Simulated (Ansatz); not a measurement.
# AlH3 + CH2O: a complex and its separated parts, part 2 of 2

Ansatz 0.2.0, Gaussian basis. Earlier steps stand in the parts before.

**14. wB97X-V/def2-TZVPP**

The inputs:

parta/in.yaml

```yaml
crystal:
  periodic: [false, false, false]
  atoms:
    - {symbol: Al, position_ang: [-1.365688, 0.185350, -0.577110]}
    - {symbol: H, position_ang: [-1.380950, -0.756157, 0.698721]}
    - {symbol: H, position_ang: [-1.165276, -0.438997, -2.020822]}
    - {symbol: H, position_ang: [-1.550347, 1.751226, -0.409140]}
basis:
  gaussian: {orbitals: def2-TZVPP}
hamiltonian: {xc: {name: wB97X-V}}
```

partb/in.yaml

```yaml
crystal:
  periodic: [false, false, false]
  atoms:
    - {symbol: O, position_ang: [0.776391, 0.359489, -0.302312]}
    - {symbol: C, position_ang: [1.367976, -0.187583, 0.580659]}
    - {symbol: H, position_ang: [2.465134, -0.085946, 0.704502]}
    - {symbol: H, position_ang: [0.852761, -0.827381, 1.325400]}
basis:
  gaussian: {orbitals: def2-TZVPP}
hamiltonian: {xc: {name: wB97X-V}}
```

One command serves all of them, each in its own folder.

Run with:

```console
ansatz run in.yaml --threads 2 --pin off --events-out ev --progress --plain --max-ram 4352MiB
```

parta printed, shortened:

```text
Functional definition: wB97X-V
  name "wB97X-V"
  cite "Mardirossian & Head-Gordon, Phys. Chem. Chem. Phys. 16, 9904 (2014) doi:10.1039/C3CP54374A"
  cite "Becke, J. Chem. Phys. 107, 8554 (1997) doi:10.1063/1.475007"
  cite "Vydrov & Van Voorhis, J. Chem. Phys. 133, 244103 (2010) doi:10.1063/1.3521275"
[...]
      + integral(e_c_pw_opposite_spin*poly(b97_u_opposite, cos0, cos1)) + vv10(b, c)
465 factors; their error is unknown
126 factors; integrals over basis functions are off by at most 2.7e-5 eV
[...]
mean field -6643.97411305 eV, -244.1615452072 hartree, gradient 2.1e-5 eV, S^2 0.000000; 0 other end points of the search recorded, 0 dependent functions left out
reference -6643.97411114 eV, -244.1615451369 hartree; 8, 8 occupied and 76, 76 virtual orbitals, 465 factors
Total energy: -6643.97411114 eV, -244.1615451369 hartree
```

Output in partb, shortened:

```text
[... 5 set-up lines as earlier in the session ...]
[...]
      + integral(e_c_pw_opposite_spin*poly(b97_u_opposite, cos0, cos1)) + vv10(b, c)
449 factors; their error is unknown
108 factors; integrals over basis functions are off by at most 1.3e-5 eV
[...]
mean field -3115.99852528 eV, -114.5108337045 hartree, gradient 1.5e-5 eV, S^2 0.000000; 0 other end points of the search recorded, 0 dependent functions left out
reference -3115.99852405 eV, -114.5108336594 hartree; 8, 8 occupied and 82, 82 virtual orbitals, 449 factors
Total energy: -3115.99852405 eV, -114.5108336594 hartree
```

Times: 1.6 s (parta), 1.4 s (partb) on 2 threads of Arm Neoverse V1, shared host.

**15. wB97M-V/def2-TZVPP**

The same edit goes into each in.yaml of step 14 (parta, partb):

```diff
-hamiltonian: {xc: {name: wB97X-V}}
+hamiltonian: {xc: {name: wB97M-V}}
```

One command serves all of them, each in its own folder.

Run with:

```console
ansatz run in.yaml --threads 2 --pin off --events-out ev --progress --plain --max-ram 4352MiB
```

parta printed, shortened:

```text
Functional definition: wB97M-V
  name "wB97M-V"
  cite "Mardirossian & Head-Gordon, J. Chem. Phys. 144, 214110 (2016) doi:10.1063/1.4952647"
[... 2 set-up lines as earlier in the session ...]
  # Of w^i u^j: cxij and so on, Table III.
[...]
  gx(w, u) = 1 - cx + cx01*u + cx10*w
[...]
      + integral(e_c_pw_mod_opposite_spin*gos(b97_w_opposite, b97_u_opposite)) + vv10(b, c)
449 factors; their error is unknown
126 factors; integrals over basis functions are off by at most 2.7e-5 eV
[...]
mean field -6644.21637181 eV, -244.1704480526 hartree, gradient 3.4e-5 eV, S^2 0.000000; 0 other end points of the search recorded, 0 dependent functions left out
reference -6644.21641832 eV, -244.1704497617 hartree; 8, 8 occupied and 76, 76 virtual orbitals, 449 factors
Total energy: -6644.21641832 eV, -244.1704497617 hartree
```

partb printed, shortened:

```text
[... 5 set-up lines as earlier in the session ...]
  # Of w^i u^j: cxij and so on, Table III.
[...]
  gx(w, u) = 1 - cx + cx01*u + cx10*w
[...]
      + integral(e_c_pw_mod_opposite_spin*gos(b97_w_opposite, b97_u_opposite)) + vv10(b, c)
449 factors; their error is unknown
108 factors; integrals over basis functions are off by at most 1.3e-5 eV
[...]
mean field -3115.93746218 eV, -114.5085896769 hartree, gradient 1.4e-5 eV, S^2 0.000000; 0 other end points of the search recorded, 0 dependent functions left out
reference -3115.93749199 eV, -114.5085907723 hartree; 8, 8 occupied and 82, 82 virtual orbitals, 449 factors
Total energy: -3115.93749199 eV, -114.5085907723 hartree
```

Times: 1.6 s (parta), 1.4 s (partb) on 2 threads of Arm Neoverse V1, shared host.

**16. B2PLYP/def2-TZVPP**

The same edit goes into each in.yaml of step 15 (parta, partb):

```diff
-hamiltonian: {xc: {name: wB97M-V}}
+hamiltonian: {xc: {name: B2PLYP}}
```

One command serves all of them, each in its own folder.

Run with:

```console
ansatz run in.yaml --threads 2 --pin off --events-out ev --progress --plain --max-ram 4352MiB
```

Output in parta, shortened:

```text
Functional definition: B2PLYP
  name "B2PLYP"
  cite "Grimme, J. Chem. Phys. 124, 034108 (2006) doi:10.1063/1.2148954"
[... 2 set-up lines as earlier in the session ...]
[...]
478 factors; integrals over basis functions are off by at most 1.4e-3 eV
[...]
mean field -6640.91337585 eV, -244.0490651896 hartree, gradient 5.6e-6 eV, S^2 0.000000; 0 other end points of the search recorded, 0 dependent functions left out
5 core orbitals not correlated: weight in the atoms' cores, before any rotation towards them, 1.000 or more for the frozen orbitals, at most 0.000 for the correlated occupied ones
reference -6640.91352294 eV, -244.0490705951 hartree; 3, 3 occupied and 76, 76 virtual orbitals, 478 factors
second order -3.13386780 eV of doubles, -0.00000000 eV of singles
Total energy: -6641.75966724 eV, -244.0801658248 hartree
```

Output in partb, shortened:

```text
[... 5 set-up lines as earlier in the session ...]
[...]
548 factors; integrals over basis functions are off by at most 1.3e-3 eV
[...]
mean field -3111.32807047 eV, -114.3391976559 hartree, gradient 1.3e-6 eV, S^2 0.000000; 0 other end points of the search recorded, 0 dependent functions left out
2 core orbitals not correlated: weight in the atoms' cores, before any rotation towards them, 1.000 or more for the frozen orbitals, at most 0.000 for the correlated occupied ones
reference -3111.32818880 eV, -114.3392020043 hartree; 6, 6 occupied and 82, 82 virtual orbitals, 548 factors
second order -13.02140722 eV of doubles, -0.00000000 eV of singles
Total energy: -3114.84396875 eV, -114.4684045343 hartree
```

Times: 0.65 s (parta), 0.75 s (partb) on 2 threads of Arm Neoverse V1, shared host.

**17. PBE-QIDH/def2-TZVPP**

Each input of step 16 (parta, partb) changes in the same lines:

```diff
-hamiltonian: {xc: {name: B2PLYP}}
+hamiltonian: {xc: {name: PBE-QIDH}}
```

The same command starts each run, in its folder.

Run with:

```console
ansatz run in.yaml --threads 2 --pin off --events-out ev --progress --plain --max-ram 4352MiB
```

Output in parta, shortened:

```text
Functional definition: PBE-QIDH
  name "PBE-QIDH"
  cite "Brémond, Sancho-García, Pérez-Jiménez & Adamo, J. Chem. Phys. 141, 031101 (2014) doi:10.1063/1.4890314"
[... 1 set-up line as earlier in the session ...]
[...]
478 factors; integrals over basis functions are off by at most 1.4e-3 eV
[...]
mean field -6638.39078775 eV, -243.9563617868 hartree, gradient 4.0e-6 eV, S^2 0.000000; 0 other end points of the search recorded, 0 dependent functions left out
5 core orbitals not correlated: weight in the atoms' cores, before any rotation towards them, 1.000 or more for the frozen orbitals, at most 0.000 for the correlated occupied ones
reference -6638.39080000 eV, -243.9563622373 hartree; 3, 3 occupied and 76, 76 virtual orbitals, 478 factors
second order -2.90073213 eV of doubles, -0.00000000 eV of singles
Total energy: -6639.35771071 eV, -243.9918955505 hartree
```

partb printed, shortened:

```text
[... 4 set-up lines as earlier in the session ...]
[...]
548 factors; integrals over basis functions are off by at most 1.3e-3 eV
[...]
mean field -3108.99976673 eV, -114.2536340718 hartree, gradient 2.0e-6 eV, S^2 0.000000; 0 other end points of the search recorded, 0 dependent functions left out
2 core orbitals not correlated: weight in the atoms' cores, before any rotation towards them, 1.000 or more for the frozen orbitals, at most 0.000 for the correlated occupied ones
reference -3108.99977502 eV, -114.2536343763 hartree; 6, 6 occupied and 82, 82 virtual orbitals, 548 factors
second order -12.05373696 eV of doubles, -0.00000000 eV of singles
Total energy: -3113.01768734 eV, -114.4012899307 hartree
```

Times: 0.65 s (parta), 0.8 s (partb) on 2 threads of Arm Neoverse V1, shared host.

**18. RPA on PBE/def2-TZVPP**

The same edit goes into each in.yaml of step 17 (parta, partb):

```diff
-hamiltonian: {xc: {name: PBE-QIDH}}
+hamiltonian: {xc: pbe}
+correlation: {method: rpa}
```

The same command starts each run, in its folder.

Run with:

```console
ansatz run in.yaml --threads 2 --pin off --events-out ev --progress --plain --max-ram 4352MiB
```

Log of parta, shortened:

```text
[... 4 set-up lines as earlier in the session ...]
[...]
478 factors; integrals over basis functions are off by at most 1.4e-3 eV
[...]
mean field -6640.96705354 eV, -244.0510378086 hartree, gradient 2.5e-6 eV, S^2 0.000000; 0 other end points of the search recorded, 0 dependent functions left out
5 core orbitals not correlated: weight in the atoms' cores, before any rotation towards them, 1.000 or more for the frozen orbitals, at most 0.000 for the correlated occupied ones
reference -6629.41994173 eV, -243.6266892764 hartree; 3, 3 occupied and 76, 76 virtual orbitals, 478 factors
Total energy: -6635.45408713 eV, -243.8484400295 hartree
```

Log of partb, shortened:

```text
[... 4 set-up lines as earlier in the session ...]
[...]
548 factors; integrals over basis functions are off by at most 1.3e-3 eV
[...]
mean field -3113.51981109 eV, -114.4197426381 hartree, gradient 3.4e-6 eV, S^2 0.000000; 0 other end points of the search recorded, 0 dependent functions left out
2 core orbitals not correlated: weight in the atoms' cores, before any rotation towards them, 1.000 or more for the frozen orbitals, at most 0.000 for the correlated occupied ones
reference -3099.25932927 eV, -113.8956795971 hartree; 6, 6 occupied and 82, 82 virtual orbitals, 548 factors
Total energy: -3116.20749588 eV, -114.5185132323 hartree
```

Times: 0.6 s (parta), 0.75 s (partb) on 2 threads of Arm Neoverse V1, shared host.

**19. CCSD(T)/def2-TZVPP**

The same edit goes into each in.yaml of step 18 (parta, partb):

```diff
-hamiltonian: {xc: pbe}
-correlation: {method: rpa}
+correlation: {method: ccsd_t}
```

The same command starts each run, in its folder.

Run with:

```console
ansatz run in.yaml --threads 2 --pin off --events-out ev --progress --plain --max-ram 4352MiB
```

parta printed, shortened:

```text
Functional definition: HF
  name "HF"
  cite "Fock, Z. Phys. 61, 126 (1930) doi:10.1007/BF01340294"
[... 1 set-up line as earlier in the session ...]
[...]
478 factors; integrals over basis functions are off by at most 1.4e-3 eV
[...]
mean field -6629.82893147 eV, -243.6417193719 hartree, gradient 1.3e-6 eV, S^2 0.000000; 0 other end points of the search recorded, 0 dependent functions left out
5 core orbitals not correlated: weight in the atoms' cores, before any rotation towards them, 1.000 or more for the frozen orbitals, at most 0.000 for the correlated occupied ones
reference -6629.82893147 eV, -243.6417193719 hartree; 3, 3 occupied and 76, 76 virtual orbitals, 478 factors
second order -2.55387067 eV of doubles, -0.00000000 eV of singles
cycle   1  -3.00604233 eV  change   -4.5e-1 eV  update   5.1e-2
[...]
cycle   8  -3.19622806 eV  change   -3.4e-6 eV  update   5.0e-6
perturbative correction -0.04256736 eV, -0.0015643216 hartree
Total energy: -6633.06772688 eV, -243.7607429082 hartree
```

Log of partb, shortened:

```text
[... 4 set-up lines as earlier in the session ...]
[...]
548 factors; integrals over basis functions are off by at most 1.3e-3 eV
[...]
mean field -3099.85748012 eV, -113.9176612357 hartree, gradient 9.8e-7 eV, S^2 0.000000; 0 other end points of the search recorded, 0 dependent functions left out
2 core orbitals not correlated: weight in the atoms' cores, before any rotation towards them, 1.000 or more for the frozen orbitals, at most 0.000 for the correlated occupied ones
reference -3099.85748012 eV, -113.9176612357 hartree; 6, 6 occupied and 82, 82 virtual orbitals, 548 factors
second order -10.69125651 eV of doubles, -0.00000000 eV of singles
cycle   1  -10.60391321 eV  change    8.7e-2 eV  update   8.1e-2
[...]
cycle   9  -10.98157279 eV  change   -2.8e-6 eV  update   1.2e-5
perturbative correction -0.44123164 eV, -0.0162149638 hartree
Total energy: -3111.28028456 eV, -114.3374415561 hartree
```

Times: 0.5 s (parta), 0.95 s (partb) on 2 threads of Arm Neoverse V1, shared host.

**20. Vibrations of AlH3**

File vib-parta/in.yaml:

```yaml
crystal:
  periodic: [false, false, false]
  atoms:
    - {symbol: Al, position_ang: [-1.365688, 0.185350, -0.577110]}
    - {symbol: H, position_ang: [-1.380950, -0.756157, 0.698721]}
    - {symbol: H, position_ang: [-1.165276, -0.438997, -2.020822]}
    - {symbol: H, position_ang: [-1.550347, 1.751226, -0.409140]}
basis:
  gaussian: {orbitals: def2-TZVP}
hamiltonian: {xc: pbe0, dispersion: d4}
phonons: {temperatures: {t_min: 298.15, t_max: 900, t_step: 200}}
```

Run with:

```console
ansatz run in.yaml --threads 2 --pin off --events-out ev --progress --plain --max-ram 4352MiB
```

Output, shortened:

```text
[... 5 set-up lines as earlier in the session ...]
[...]
411 factors; their error is unknown
[...]
mean field -6641.72002821 eV, -244.0787091172 hartree, gradient 3.8e-5 eV, S^2 0.000000; 0 other end points of the search recorded, 0 dependent functions left out
[...]
Atom 1 at    -1.380950    -0.756157     0.698721 Å, force    -0.000288    -0.001091     0.001415 eV/Å
Atom 2 at    -1.165276    -0.438997    -2.020822 Å, force     0.000027    -0.000952    -0.002169 eV/Å
Atom 3 at    -1.550347     1.751226    -0.409140 Å, force    -0.000544     0.002295     0.000221 eV/Å
Dipole moment:    -0.000156    -0.000005    -0.000031 e Å
Vibrations: 703.46 788.61 788.66 1926.15 1935.09 1935.21 cm⁻¹, zero-point energy 0.500721 eV
```

Run time: 3.6 s. Hardware: 2 threads of Arm Neoverse V1, shared host.

Wavenumbers and character of the modes:

| mode | wavenumber (cm⁻¹) | character |
| --- | --- | --- |
| 1 | 703 | out-of-plane bend |
| 2 | 789 | bend |
| 3 | 789 | bend |
| 4 | 1926 | Al–H stretch |
| 5 | 1935 | Al–H stretch |
| 6 | 1935 | Al–H stretch |

Vibrational sums (real modes only):

| T (K) | entropy (J/mol/K) | heat capacity (J/mol/K) |
| --- | --- | --- |
| 298 | 3.1 | 9.2 |
| 498 | 10.5 | 19.9 |
| 698 | 18.5 | 28.1 |
| 898 | 26.4 | 33.9 |

**21. Vibrations of CH2O**

File vib-partb/in.yaml:

```yaml
crystal:
  periodic: [false, false, false]
  atoms:
    - {symbol: O, position_ang: [0.776391, 0.359489, -0.302312]}
    - {symbol: C, position_ang: [1.367976, -0.187583, 0.580659]}
    - {symbol: H, position_ang: [2.465134, -0.085946, 0.704502]}
    - {symbol: H, position_ang: [0.852761, -0.827381, 1.325400]}
basis:
  gaussian: {orbitals: def2-TZVP}
hamiltonian: {xc: pbe0, dispersion: d4}
phonons: {temperatures: {t_min: 298.15, t_max: 900, t_step: 200}}
```

Run with:

```console
ansatz run in.yaml --threads 2 --pin off --events-out ev --progress --plain --max-ram 4352MiB
```

Output, shortened:

```text
[... 5 set-up lines as earlier in the session ...]
[...]
419 factors; their error is unknown
[...]
mean field -3113.49109377 eV, -114.4186872958 hartree, gradient 2.3e-5 eV, S^2 0.000000; 0 other end points of the search recorded, 0 dependent functions left out
[...]
Atom 1 at     1.367976    -0.187583     0.580659 Å, force     0.000685    -0.000633     0.001022 eV/Å
Atom 2 at     2.465134    -0.085946     0.704502 Å, force    -0.001819    -0.000497     0.000240 eV/Å
Atom 3 at     0.852761    -0.827381     1.325400 Å, force     0.001329     0.000950    -0.000972 eV/Å
Dipole moment:     0.238161    -0.220242     0.355468 e Å
Vibrations: 1206.81 1266.99 1531.97 1852.73 2900.45 2960.13 cm⁻¹, zero-point energy 0.726490 eV
```

It took 3 s on 2 threads of Arm Neoverse V1, shared host.

The modes, with what each moves most:

| mode | wavenumber (cm⁻¹) | character |
| --- | --- | --- |
| 1 | 1207 | out-of-plane bend |
| 2 | 1267 | bend |
| 3 | 1532 | bend |
| 4 | 1853 | C–O stretch |
| 5 | 2900 | C–H stretch |
| 6 | 2960 | C–H stretch |

Vibrational sums (real modes only):

| T (K) | entropy (J/mol/K) | heat capacity (J/mol/K) |
| --- | --- | --- |
| 298 | 0.4 | 1.9 |
| 498 | 3.0 | 9.7 |
| 698 | 7.7 | 18.0 |
| 898 | 13.1 | 24.9 |

**22. Complex less separated parts**

The complex's own energies come from single points at the same levels.

Rows are in def2-TZVPP; times add the 3 runs of a level on a shared host, so small differences are noise.

Differences are taken before rounding.

| method | rung | complex less parts (kJ/mol) | from CCSD(T) (kJ/mol) | time |
| --- | --- | --- | --- | --- |
| SPW92 | LDA | -111.6 | -26.3 | 1.4 s |
| PBE-D4 | GGA | -85.2 | +0.1 | 2.3 s |
| BLYP-D4 | GGA | -78.2 | +7.0 | 2.4 s |
| r2SCAN-D4 | meta-GGA | -92.4 | -7.1 | 5.3 s |
| B97M-V | meta-GGA | -89.7 | -4.4 | 11 s |
| PBE0-D4 | hybrid | -87.9 | -2.7 | 3 s |
| B3LYP-D4 | hybrid | -82.9 | +2.4 | 2.9 s |
| r2SCAN0-D4 | hybrid | -93.7 | -8.5 | 6 s |
| BHLYP-D4 | hybrid | -89.7 | -4.5 | 3.2 s |
| CAM-B3LYP-D4 | range-separated hybrid | -88.1 | -2.9 | 3.5 s |
| wB97X-V | range-separated hybrid | -87.5 | -2.3 | 9.5 s |
| wB97M-V | range-separated hybrid | -87.4 | -2.2 | 10 s |
| B2PLYP | double hybrid | -79.6 | +5.6 | 4.8 s |
| PBE-QIDH | double hybrid | -88.3 | -3.1 | 4.8 s |
| RPA on PBE | RPA | -73.5 | +11.7 | 4.8 s |
| Hartree-Fock | wavefunction | -74.9 | +10.4 |  |
| MP2 | wavefunction | -84.9 | +0.4 |  |
| CCSD | wavefunction | -83.1 | +2.2 |  |
| CCSD(T) | wavefunction | -85.3 | 0 | 25 s |

Among the levels timed on like hardware and quicker than the yardstick, those that no quicker one beats, quickest first: SPW92 (1.4 s, -26.3 kJ/mol); PBE-D4 (2.3 s, +0.1 kJ/mol).

PBE-D4 reaches 0.1 kJ/mol from the reference in 2.3 s, where CCSD(T) took 25 s; the quickest level in the cost chart, SPW92, takes 1.4 s and misses by 26.3 kJ/mol.

The complex's zero-point energy, from a separate PBE0-D4 run, is 1.360 eV.

**23. Outcome**

This closing draws on all 2 parts.

```
                              quantity         value
complex less parts, CCSD(T)/def2-TZVPP  -85.3 kJ/mol
                with zero-point energy  -72.5 kJ/mol
                 largest T1 diagnostic         0.016
```

What this shows: At CCSD(T) the complex lies 85.3 kJ/mol below its parts. PBE-D4 is the best functional here (+0.1 kJ/mol from CCSD(T)); SPW92 is the worst (-26.3 kJ/mol). Mean unsigned error by rung: LDA 26.3, GGA 3.5, meta-GGA 5.8, hybrid 4.5, range-separated hybrid 2.4, double hybrid 4.4 kJ/mol. PBE-D4 gives a relative energy 0.1 kJ/mol too high, inside chemical accuracy (1 kcal/mol, 4.2 kJ/mol). No counterpoise was applied, and triple zeta lacks some correlation, so the CCSD(T) reference has a basis error of its own, and close matches with it are partly luck.
